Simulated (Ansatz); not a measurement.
System: diamond-structure Ge. Method: HSE06 in Ansatz (PAW).

Numerical settings: plane-wave cutoff 460 eV, 8×8×8 k mesh, Fermi–Dirac smearing 0.01 eV, scalar-relativistic PAW data made under PBE.

The cell has the measured lattice: a = 5.658 Å, b = 5.658 Å, c = 5.658 Å, α = 90.00°, β = 90.00°, γ = 90.00°.

**Question.** Predict the band gap, smallest direct gap on the k points sampled and width of the whole s-p valence band.

**Answer.** 
- band gap: 0.79 eV (on the SCF k mesh) (indirect)
- smallest direct gap on the k points sampled: 0.85 eV
- width of the whole s-p valence band: 14.06 eV

Measured, for comparison: band gap 0.79 eV (measured zero-point renormalisation of 52 meV added back here; inputs from Miglio et al. (2020), arXiv:2011.12765).

Note: cell and atoms aren't relaxed at this level (pressure 1.1 GPa).

Spin–orbit coupling is not included.

Computed values are for the static lattice.

It cost around 110 core-seconds (rough) of CPU time.

Ansatz is a program for electronic structure.
